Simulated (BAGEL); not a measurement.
# Si2H6 (disilane) at RI-MP2/aug-cc-pVDZ (density fitting with qzvpp-jkfit)

Aim: the energy change on altering one bond length of Si2H6 (disilane) at RI-MP2/aug-cc-pVDZ (density fitting with qzvpp-jkfit), from 2 runs. 

The results are computed with BAGEL 1.2.2.

6 further runs of the same task are left out: 6 set aside as unsound or not needed.

### Step 1. The system as given

Si2H6 has 8 atoms, charge 0, and is taken as a singlet. As SMILES, `[SiH3][SiH3]`. The shape is that of a PBE0-D4/def2-TZVP optimisation.

Bond lengths: Si1–Si2 2.338 Å, Si1–H3 1.488 Å, Si1–H4 1.488 Å, Si1–H5 1.488 Å, Si2–H6 1.488 Å, Si2–H7 1.488 Å, Si2–H8 1.488 Å. Some angles: Si1–Si2–H6 110.3°, Si1–Si2–H7 110.3°, Si1–Si2–H8 110.3°, Si2–Si1–H3 110.3°, Si2–Si1–H4 110.3°, Si2–Si1–H5 110.3°, H6–Si2–H7 108.7°, H6–Si2–H8 108.7°, H7–Si2–H8 108.7°, H3–Si1–H4 108.7°.

### Step 2. A single-point energy at RI-MP2/aug-cc-pVDZ (density fitting with qzvpp-jkfit)

Input file job.json:

```json
{ "bagel": [

{
  "title": "molecule",
  "basis": "aug-cc-pvdz.json",
  "df_basis": "qzvpp-jkfit",
  "angstrom": "true",
  "geometry": [
    { "atom": "Si", "xyz": [   -0.340500,    0.490200,   -1.004900 ] },
    { "atom": "Si", "xyz": [    0.363500,   -0.504400,    0.991000 ] },
    { "atom": "H", "xyz": [    0.833900,    0.948200,   -1.794900 ] },
    { "atom": "H", "xyz": [   -1.112900,   -0.483900,   -1.821900 ] },
    { "atom": "H", "xyz": [   -1.208000,    1.664100,   -0.717900 ] },
    { "atom": "H", "xyz": [    1.139000,    0.468600,    1.806300 ] },
    { "atom": "H", "xyz": [    1.228100,   -1.680500,    0.704000 ] },
    { "atom": "H", "xyz": [   -0.811000,   -0.959200,    1.782600 ] }
  ]
},
{ "title": "hf" },
{ "title": "mp2", "ncore": 10 }

]}
```

The basis set aug-cc-pVDZ is read from a file made from the Basis Set Exchange's data (not shown).

The run is started by

```bash
BAGEL_NUM_THREADS=1 BAGEL job.json > job.out
```

The program printed:

```text
* using 1 threads per process

  ===============================================================
  ===============================================================

  *** Geometry ***

  { "atom" : "Si", "xyz" : [     -0.643452,      0.926344,     -1.898986 ] },
  { "atom" : "Si", "xyz" : [      0.686915,     -0.953178,      1.872719 ] },
  { "atom" : "H", "xyz" : [      1.575843,      1.791838,     -3.391869 ] },
  { "atom" : "H", "xyz" : [     -2.103076,     -0.914438,     -3.442892 ] },
  { "atom" : "H", "xyz" : [     -2.282789,      3.144693,     -1.356634 ] },
  { "atom" : "H", "xyz" : [      2.152398,      0.885526,      3.413412 ] },
  { "atom" : "H", "xyz" : [      2.320773,     -3.175685,      1.330367 ] },
  { "atom" : "H", "xyz" : [     -1.532568,     -1.812625,      3.368626 ] },

  Number of auxiliary basis functions:      364

  Since a DF basis is specified, we compute 2- and 3-index integrals:
    o Being stored without compression. Storage requirement is 0.034 GB

  Number of basis functions:      108
  Number of electrons      :       34

    * METHOD: MOLECULE                             0.15

  *** RHF ***

  === Nuclear Repulsion ===
    90.7730811600

      * DIIS with orbital gradients will be used.

  === RHF iteration (aug-cc-pvdz.json) ===
      0       -581.28307303          0.00871436           0.06
      1       -581.33493131          0.00263856           0.06
      2       -581.34026101          0.00066144           0.06
      3       -581.34055386          0.00009794           0.06
      4       -581.34056252          0.00001628           0.06
      5       -581.34056275          0.00000170           0.06
      6       -581.34056275          0.00000036           0.06
      7       -581.34056275          0.00000003           0.06
      8       -581.34056275          0.00000001           0.06
    * SCF iteration converged.

    * Permanent dipole moment:
           (    0.000050,    -0.000054,    -0.000058) a.u.

    * METHOD: HF                                   0.64

  *** RHF ***

  === Nuclear Repulsion ===
    90.7730811600

      * DIIS with orbital gradients will be used.

  === RHF iteration (aug-cc-pvdz.json) ===
      0       -581.34056275          0.00000000           0.05
    * SCF iteration converged.

    * Permanent dipole moment:
           (    0.000050,    -0.000054,    -0.000058) a.u.

  === DF-MP2 calculation ===

    * freezing 10 orbitals
    * 3-index integral transformation done
    * assembly done

      MP2 correlation energy:   -0.2233655458      0.03

      MP2 total energy:       -581.5639283000

    * METHOD: MP2                                  0.15

  ===============================================================
```

Run time: 1.1 s. Hardware: 1 thread of Arm Neoverse V2, shared host; peak memory 0.11 GiB.

### Step 3. The distorted shape, same level

Input file job.json:

```json
{ "bagel": [

{
  "title": "molecule",
  "basis": "aug-cc-pvdz.json",
  "df_basis": "qzvpp-jkfit",
  "angstrom": true,
  "geometry": [
    { "atom": "Si", "xyz": [   -0.080242,    0.138019,   -1.091003 ] },
    { "atom": "Si", "xyz": [    0.623758,   -0.856581,    0.904897 ] },
    { "atom": "H", "xyz": [    1.094158,    0.596019,   -1.881003 ] },
    { "atom": "H", "xyz": [   -0.852642,   -0.836081,   -1.908003 ] },
    { "atom": "H", "xyz": [   -1.208000,    1.664100,   -0.717900 ] },
    { "atom": "H", "xyz": [    1.399258,    0.116419,    1.720197 ] },
    { "atom": "H", "xyz": [    1.488358,   -2.032681,    0.617897 ] },
    { "atom": "H", "xyz": [   -0.550742,   -1.311381,    1.696497 ] }
  ]
},
{
  "title": "hf"
},
{
  "title": "mp2",
  "ncore": 10
}

]}
```

The basis set aug-cc-pVDZ is read from a file made from the Basis Set Exchange's data (not shown).

The run is started by

```bash
BAGEL_NUM_THREADS=1 BAGEL job.json > job.out
```

The program printed:

```text
* using 1 threads per process

  ===============================================================
  ===============================================================

  *** Geometry ***

  { "atom" : "Si", "xyz" : [     -0.151635,      0.260818,     -2.061697 ] },
  { "atom" : "Si", "xyz" : [      1.178732,     -1.618703,      1.710008 ] },
  { "atom" : "H", "xyz" : [      2.067659,      1.126313,     -3.554581 ] },
  { "atom" : "H", "xyz" : [     -1.611260,     -1.579964,     -3.605603 ] },
  { "atom" : "H", "xyz" : [     -2.282789,      3.144693,     -1.356634 ] },
  { "atom" : "H", "xyz" : [      2.644214,      0.220000,      3.250701 ] },
  { "atom" : "H", "xyz" : [      2.812589,     -3.841210,      1.167656 ] },
  { "atom" : "H", "xyz" : [     -1.040752,     -2.478151,      3.205915 ] },

  Number of auxiliary basis functions:      364

  Since a DF basis is specified, we compute 2- and 3-index integrals:
    o Being stored without compression. Storage requirement is 0.034 GB

  Number of basis functions:      108
  Number of electrons      :       34

    * METHOD: MOLECULE                             0.15

  *** RHF ***

  === Nuclear Repulsion ===
    89.3137342268

      * DIIS with orbital gradients will be used.

  === RHF iteration (aug-cc-pvdz.json) ===
      0       -581.24208326          0.00877308           0.06
      1       -581.29594364          0.00265172           0.06
      2       -581.30141657          0.00075852           0.06
      3       -581.30183422          0.00009737           0.06
      4       -581.30184272          0.00001647           0.06
      5       -581.30184299          0.00000240           0.06
      6       -581.30184299          0.00000045           0.06
      7       -581.30184299          0.00000016           0.06
      8       -581.30184299          0.00000003           0.06
      9       -581.30184299          0.00000001           0.06
     10       -581.30184299          0.00000000           0.06
    * SCF iteration converged.

    * Permanent dipole moment:
           (   -0.206887,     0.280996,     0.015486) a.u.

    * METHOD: HF                                   0.76

  *** RHF ***

  === Nuclear Repulsion ===
    89.3137342268

      * DIIS with orbital gradients will be used.

  === RHF iteration (aug-cc-pvdz.json) ===
      0       -581.30184299          0.00000000           0.05
    * SCF iteration converged.

    * Permanent dipole moment:
           (   -0.206887,     0.280996,     0.015486) a.u.

  === DF-MP2 calculation ===

    * freezing 10 orbitals
    * 3-index integral transformation done
    * assembly done

      MP2 correlation energy:   -0.2252950573      0.03

      MP2 total energy:       -581.5271380498

    * METHOD: MP2                                  0.15

  ===============================================================
```

Run time: 1.2 s. Hardware: 1 thread of Arm Neoverse V2, shared host; peak memory 0.11 GiB.

### Step 4. Results

Level: RI-MP2/aug-cc-pVDZ (density fitting with qzvpp-jkfit), 10 core orbitals frozen.

```
                                                          quantity          value
                                         first shape: total energy  -581.56393 Eh
         first shape: correlation energy (10 core orbitals frozen)     -223.4 mEh
                                     distorted shape: total energy  -581.52714 Eh
     distorted shape: correlation energy (10 core orbitals frozen)     -225.3 mEh
energy change with the Si1–H5 bond stretched from 1.488 to 1.934 Å       1.001 eV
```

**Reading.** With the Si1–H5 bond stretched from 1.488 to 1.934 Å the energy rises by 1.00 eV (97 kJ/mol). The first shape isn't relaxed at this level, so the change isn't measured from a minimum.
